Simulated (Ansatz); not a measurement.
Mulliken charges of C$_{2}$H$_{5}$F$_{2}$N, SMILES `FCNCF` from r2SCAN/def2-TZVPP in Ansatz (PBE0-D4/def2-TZVP geometry).

| atom | x (Å) | y (Å) | z (Å) | charge (e) |
| --- | --- | --- | --- | --- |
| F1 | -1.884 | 0.537 | 0.392 | -0.244 |
| C2 | -0.729 | 0.020 | 0.976 | 0.229 |
| N3 | 0.130 | -0.622 | 0.068 | -0.280 |
| C4 | 0.895 | 0.141 | -0.830 | 0.229 |
| F5 | 0.156 | 0.688 | -1.877 | -0.244 |
| H6 | -1.061 | -0.688 | 1.739 | 0.048 |
| H7 | -0.206 | 0.861 | 1.439 | 0.038 |
| H8 | -0.234 | -1.481 | -0.316 | 0.139 |
| H9 | 1.354 | 0.977 | -0.297 | 0.038 |
| H10 | 1.662 | -0.485 | -1.291 | 0.048 |

Question: By hand: the dipole of these point charges (1 e Å = 4.8032 D).

Answer: Σ q r = (0.463, -0.280, 0.398) e Å, of length 0.672 e Å = 3.23 D.

Question: How does the dipole of the full density compare? (An estimate is asked.)

Answer: Computed: (0.383, -0.337, 0.322) e Å, 2.90 D; the point charges give 1.11 times that, at 9° from its direction.

Point charges leave out the atoms' own dipoles, such as those of lone pairs, and Mulliken's split depends on the basis, so the close match here is no proof of good charges.
